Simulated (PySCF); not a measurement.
hydrogen isocyanide (CHN), SMILES [C-]#[NH+].

Coordinates come from a B3LYP-D3(BJ)/def2-TZVPD optimisation.

Two levels are set side by side: TDA-PBE/def2-TZVPD (PySCF) and EOM-CCSD/aug-cc-pVDZ (PySCF). Vertical, same geometry; the bases differ. Differences are taken from unrounded values.

| quantity | EOM-CCSD |
|---|---|
| lowest singlet excitation (eV) | 8.33 |
| lowest triplet excitation (TDA for PBE) (eV) | 6.17 |

Task: What does TDA-PBE give, and how far is it from EOM-CCSD? (The exact figures need the calculation; the answer reports its results.)

Result: 
```tsv
quantity	TDA-PBE	TDA-PBE minus EOM-CCSD
lowest singlet excitation (eV)	7.38	-0.95
lowest triplet excitation (TDA for PBE) (eV)	5.67	-0.49
```

Functionals without exact exchange tend to place singlet excitations lower, as here. Differences between two approximate levels are no errors against the true value.

Rough cost on one machine, each run with all the roots and properties that it gave: EOM-CCSD against TDA-PBE about 4 times.
